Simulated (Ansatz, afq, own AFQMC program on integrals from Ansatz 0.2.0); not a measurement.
Two steps: Ansatz 0.2.0 writes the Fock matrix and Cholesky factors of the valence space, and afq projects on them the lowest state that overlaps trial and start.

```yaml
crystal:
  periodic: [false, false, false]
  atoms:
    - {symbol: N, position_ang: [-1.203496, 0.807311, -0.550506]}
    - {symbol: Cr, position_ang: [0.498712, 0.407325, -0.030479]}
    - {symbol: N, position_ang: [0.597526, -0.876378, 1.249986]}
    - {symbol: O, position_ang: [1.698355, 1.142380, -0.673431]}
    - {symbol: H, position_ang: [-1.651914, 1.682102, -0.283700]}
    - {symbol: H, position_ang: [-1.567983, 0.514447, -1.455456]}
    - {symbol: H, position_ang: [1.435452, -1.253902, 1.683851]}
    - {symbol: H, position_ang: [-0.235331, -1.318515, 1.629904]}
basis:
  gaussian: {orbitals: def2-SVP}
magnetization: {spin_polarized: false, initial_magnetization: 2}
correlation: {method: ccsd_t, electrons: outside_noble_gas, hamiltonian_folder: ham}
```

```sh
$ ansatz run in.yaml --threads 1 --pin off --events-out ev --progress --plain --max-ram 16896MiB --backend cuda --devices 0, --max-vram 18GiB
```

Options of the walk:

```
--method phaseless --trial hf --walkers 2200 --populations 20 --least-time 40 --time-step 0.005 --steps-per-block 20 --equilibration-blocks 160 --max-blocks 4000 --target-error 0.0014999999999999998 --factor-cut 1e-05 --start spin_pure --seed 1211 --taylor-order 6
```

Times are imaginary, in 1/Eh. The walk had a cap of 146 s. With eight or more populations the least sampling time is a fifth of least-time, and the error comes from their spread.

afq prints:

```
orbitals 81  electrons 14 12  factors 720 of 980
reference energy -1228.98567582 Eh
CCSD correlation -0.77705893 Eh in 22 cycles, weight of the determinant in the CISD state 0.7050
energy of the start -1228.985684 Eh
 block  time / (1/Eh)  mean weight  energy / Eh
     1     0.100  1.0049  -1229.209301
     2     0.200  1.0062  -1229.357119
     3     0.300  1.0064  -1229.455838
     4     0.400  1.0054  -1229.527594
     5     0.500  1.0040  -1229.582225
     7     0.700  1.0037  -1229.664279
     9     0.900  1.0019  -1229.699602
    15     1.500  1.0002  -1229.758473
    43     4.300  1.0008  -1229.812793
    57     5.700  1.0000  -1229.777180
    71     7.100  0.9996  -1229.806716
    85     8.500  1.0001  -1229.857304
    99     9.900  0.9999  -1229.813523
   127    12.700  1.0003  -1229.821517
   155    15.500  0.9996  -1229.831837
   183    18.300  1.0005  -1229.817806
   211    21.100  1.0003  -1229.823042
   239    23.900  1.0001  -1229.812303
   267    26.700  0.9989  -1229.826978
   295    29.500  0.9995  -1229.838560
   323    32.300  1.0009  -1229.805638
   351    35.100  0.9996  -1229.829961
   379    37.900  0.9996  -1229.833834
   407    40.700  1.0005  -1229.832880
   435    43.500  0.9997  -1229.812401
   463    46.300  1.0006  -1229.835217
   491    49.100  1.0007  -1229.797976
   519    51.900  0.9980  -1229.807649
   547    54.700  1.0004  -1229.810553
   575    57.500  1.0005  -1229.798556
error from the spread of 20 populations
energy -1229.823933 +/- 0.001385 Eh
(rows thinned)
```

The run passed its tests (sampling time, drift between the halves within three errors, error under three times the target), which doesn't prove that it has relaxed.

Against this walk (error 37.7 meV) on the same determinant: CCSD(T) 249.6 meV higher, a separate phaseless walk with a CISD trial and standard settings 182.3 ± 41.4 meV higher. The error is statistical and leaves out the bias of the constraint. None of these is a sure reference here.

Cautions: constraint bias not in the error; no relativity below Rb; outer-core shells of the metal frozen; higher spins were not checked; a spin-contaminated unrestricted determinant lies lower (UHF 1.24 eV lower, ⟨S²⟩ 2.85); raised T1 diagnostic (T1 0.048, weight of the determinant 0.70, largest double 0.08); (T) is large, 7 % of the CCSD correlation; the bias of populations of 110 walkers isn't removed.

The walk took 110 s on 1 × NVIDIA H100 80GB HBM3 with 2 threads of AMD EPYC 7R13 Processor (Zen 3) (shared host) (the card was shared). The log's last line is the phaseless energy.
